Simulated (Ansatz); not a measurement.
# SiHF₂ radical: one species, many methods

An exercise on one series of results from a longer session: the logs are not shown, and one member is left open.

Method: functionals in def2-TZVPP, the program's frozen cores in correlated methods; program: Ansatz 0.2.0, Gaussian basis.

Levels to be run: LDA (SPW92), PBE-D4, revPBE-D4, BLYP-D4, r2SCAN-D4, B97M-V, PBE0-D4, B3LYP-D4, r2SCANh-D4, r2SCAN0-D4, HSE06-D4, BHLYP-D4, CAM-B3LYP-D4, LC-ωPBE, ωB97X-V, ωB97M-V, B2PLYP, PBE-QIDH; CCSD(T)/def2-SVP; CCSD(T)/def2-TZVPP; CCSD(T)/def2-QZVPP; extrapolation to the limit; RPA on PBE.

### The geometry

All runs share one geometry, relaxed beforehand with PBE0-D4 in a triple-zeta def2 set.

SMILES `F[SiH]F`, 4 atoms, charge 0, spin multiplicity 2.

Atoms are counted from 1 here; the program's logs count them from 0.

Bond lengths: F1–Si2 1.592 Å, Si2–F3 1.592 Å, Si2–H4 1.493 Å. Angles: F1–Si2–F3 107.2°, F1–Si2–H4 107.6°, F3–Si2–H4 107.6°.

Set-up of the first run:

The input, in.yaml:

```yaml
crystal:
  periodic: [false, false, false]
  atoms:
    - {symbol: F, position_ang: [1.274383, 0.625472, -0.411721]}
    - {symbol: Si, position_ang: [-0.027566, -0.285309, -0.316175]}
    - {symbol: F, position_ang: [-1.282764, 0.691196, -0.248087]}
    - {symbol: H, position_ang: [0.035946, -1.031360, 0.975983]}
basis:
  gaussian: {orbitals: def2-TZVPP}
magnetization: {spin_polarized: true, initial_magnetization: 1}
hamiltonian: {xc: lda}
output: {orbitals: {seedname: orbitals}}
```

Run with:

```sh
ansatz run in.yaml --threads 2 --pin off --events-out ev --progress --plain --max-ram 20480MiB --backend cpu
```

Steps of the session up to this table: LDA; PBE-D4 (GGA); revPBE-D4 (GGA); BLYP-D4 (GGA); r2SCAN-D4 (meta-GGA); B97M-V (meta-GGA); PBE0-D4 (hybrid); B3LYP-D4 (hybrid); r2SCANh-D4 (hybrid); r2SCAN0-D4 (hybrid); HSE06-D4 (hybrid); BHLYP-D4 (hybrid); CAM-B3LYP-D4 (range-separated); LC-ωPBE (range-separated); ωB97X-V (range-separated); ωB97M-V (range-separated); B2PLYP (double hybrid); PBE-QIDH (double hybrid).

One table of the session follows, with a row left open; its other results are not shown here.

It belongs to the step «Orbital energies across the functionals». 

```
  functional  HOMO (eV)  LUMO (eV)  gap (eV)
 LDA (SPW92)      -5.61      -4.17      1.44
      PBE-D4      -5.66      -3.71      1.95
   revPBE-D4      -5.64      -3.54      2.10
     BLYP-D4      -5.49      -3.81      1.69
   r2SCAN-D4      -6.07      -3.21      2.86
      B97M-V          ?          ?         ?
     PBE0-D4      -6.98      -2.77      4.21
    B3LYP-D4      -6.70      -3.24      3.46
  r2SCANh-D4      -6.55      -2.91      3.64
  r2SCAN0-D4      -7.27      -2.48      4.79
    HSE06-D4      -6.57      -3.15      3.42
    BHLYP-D4      -8.14      -2.04      6.10
CAM-B3LYP-D4      -8.28      -1.94      6.34
     LC-ωPBE      -9.72      -0.36      9.36
     ωB97X-V      -9.19      -1.00      8.19
     ωB97M-V      -8.76      -1.15      7.62
```

Q: Estimate the row for B97M-V from the others.

The run gave: HOMO (eV): -5.73; LUMO (eV): -4.06; gap (eV): 1.67. In the column «HOMO (eV)» it lies between r2SCAN-D4 (-6.07) and PBE-D4 (-5.66).
